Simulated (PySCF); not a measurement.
Telling isomers of C$_{4}$H$_{4}$FN apart by NMR

Computed data (PySCF): GIAO PBE0/pcSseg-1 shieldings, coordinates at the GFN2-xTB level. One computed conformer, relativity neglected, isolated molecule, equivalent nuclei averaged.

Referencing at the same level of theory: TMS for 1H (σ = 31.72 ppm), 13C (σ = 186.93 ppm). Splittings of carbon signals by F and P are missing where no couplings were computed. Where no couplings were computed, multiplicities follow the n + 1 count of equivalent neighbours, and m marks all less simple cases (inequivalent or close neighbours, rings, F or P nearby). Shifts are as computed. Against solution values, carbons near 30 ppm lie about +3 ppm off and those near 130 ppm about +5 ppm (rms about the fit 2.1 ppm; single classes can miss by 10 ppm). Of 1328 compounds with measured shifts, 309 miss one by over three times the rms of a fit or turn the order of signals round; such compounds aren't used in these exercises. Signals without a measured value on file couldn't be tested in this way; 1H shifts scatter by 0.2 ppm about their fit, and single ones miss by 0.5 ppm. OH and NH positions are gas-phase values without hydrogen bonding to other molecules.

(1) Tabulate the signals of `F/C=C\[C@H]1C=N1`, `Fc1ccc[nH]1`, `N#CC/C=C/F` and their relative energies.

(2) What is the quickest way to tell Fc1ccc[nH]1 from N#CC/C=C/F?

(3) What is the quickest way to tell F/C=C\[C@H]1C=N1 from Fc1ccc[nH]1?

(4) What is the quickest way to tell F/C=C\[C@H]1C=N1 from N#CC/C=C/F?

## Answers

(1) 
| SMILES | carbon types | δC | δH | E rel. (kcal/mol) |
| --- | --- | --- | --- | --- |
| F/C=C\[C@H]1C=N1 | 4×CH | 177.8, 160.5, 122.9, 23.5 | 10.54 (d, 1H), 7.07 (m, 1H), 4.20 (m, 1H), 2.57 (m, 1H) | 57.7 |
| Fc1ccc[nH]1 | 1×C 3×CH | 154.8, 112.1, 109.7, 90.8 | 7.33 (br s, 1H), 6.28 (m, 1H), 6.19 (m, 1H), 5.74 (m, 1H) | 0.0 |
| N#CC/C=C/F | 1×C 2×CH 1×CH2 | 162.6, 121.1, 110.4, 16.2 | 6.94 (m, 1H), 5.67 (m, 1H), 2.88 (d, 2H) | 21.2 |

Energies are electronic energies at PBE0/pcSseg-1 on these geometries, without zero-point or thermal terms, each for the one conformer computed, which needn't be the lowest.

(2) Both give the same number of carbon signals, but DEPT or the intensities differ. The first has an aromatic carbon bearing fluorine (C) at 154.8 ppm, the second an allylic sp3 CH2 at 16.2 ppm. Their most deshielded carbons lie at 154.8 and 162.6 ppm. In the proton spectra the most deshielded non-exchanging signals are 6.28 (m, 1H) and 6.94 (m, 1H).

(3) Both give the same number of carbon signals, but DEPT or the intensities differ. The first has a C=N carbon (CH) at 177.8 ppm, the second an aromatic carbon bearing fluorine (C) at 154.8 ppm. In the proton spectra the most deshielded non-exchanging signals are 10.54 (d, 1H) and 6.28 (m, 1H).

(4) Both give the same number of carbon signals, but DEPT or the intensities differ. The first has a three-membered-ring carbon (CH) at 23.5 ppm, the second a nitrile carbon (C) at 121.1 ppm. Their most deshielded carbons lie at 177.8 and 162.6 ppm. In the proton spectra the most deshielded non-exchanging signals are 10.54 (d, 1H) and 6.94 (m, 1H).
